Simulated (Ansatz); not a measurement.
Results of r²SCAN in Ansatz (PAW) for rock-salt MgS.

A relaxed, unreconstructed slab of the (110) face has 16 atoms, two equal faces of 19.140 Å² each and an energy of -22682.1402 eV. A bulk cell of 4 atoms with the same orientation and in-plane k mesh has -5671.1520 eV. Energies are extrapolated to zero smearing.

Numerical settings: plane-wave cutoff 500 eV, 6×8×1 k mesh (along the axes of the cell as run), gaussian smearing 0.02 eV, scalar-relativistic PAW data made under PBE.

Worked out: γ = (E_slab − N E_bulk per atom)/2A = [-22682.1402 − 16 × (-5671.1520/4)]/(2 × 19.140) = 0.0645 eV/Å². With 16.022 J/m² per eV/Å² this is 1.03 J/m², or 1.23 eV per surface cell and face.

Ansatz is a quantum-chemistry and plane-wave program.
